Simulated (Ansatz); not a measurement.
Reaction (SMILES): CCl (CH3-Cl) → C atom + Cl atom + 3 H atom
B3LYP-D3(BJ)/def2-TZVP geometries, fixed; electronic energies without zero-point terms.
Largest species:
```
C
H 1 1.0858
H 1 1.0858 2 110.57
H 1 1.0858 2 110.57 3 -122.80
Cl 1 1.7944 2 108.35 3 118.60
```
Charge 0, spin multiplicity 1.

Energies in hartree at PBE with Ansatz (a program for electronic structure); the atomisation energy is their sum with the coefficients shown, times 627.509 kcal/mol a hartree. All functions are spherical. The program fits the integrals of some runs and decomposes those of others, by size. Open shells are unrestricted. No added dispersion term, no relativity.

```csv
species,coefficient,part,cc-pV(D+d)Z,cc-pV(T+d)Z,cc-pV(Q+d)Z
CCl (CH3-Cl),-1,PBE,-499.86264,-499.89680,-499.90418
C atom,+1,PBE,-37.78854,-37.79492,-37.79717
Cl atom,+1,PBE,-459.94929,-459.96552,-459.96943
H atom,+3,PBE,-0.49863,-0.49962,-0.49985
```

**Question.** Predict the atomisation energy in cc-pV(5+d)Z (X = 5): let each PBE step shrink by the ratio of the last two. Compare with the run.

**Answer.** 
- CCl (CH3-Cl): steps -0.03416 and -0.00738, ratio 0.216, so PBE -499.90577 (run: -499.90873).
- C atom: steps -0.00638 and -0.00225, ratio 0.353, so PBE -37.79796 (run: -37.79840).
- Cl atom: steps -0.01623 and -0.00391, ratio 0.241, so PBE -459.97037 (run: -459.97270).
- H atom: steps -0.00099 and -0.00023, ratio 0.232, so PBE -0.49990 (run: -0.49997).
Predicted 400.19 kcal/mol; the run in cc-pV(5+d)Z gives 400.18, a miss of 0.01. Keeping the value in cc-pV(Q+d)Z, 400.37, would miss by 0.19. All sums are of the energies as printed.
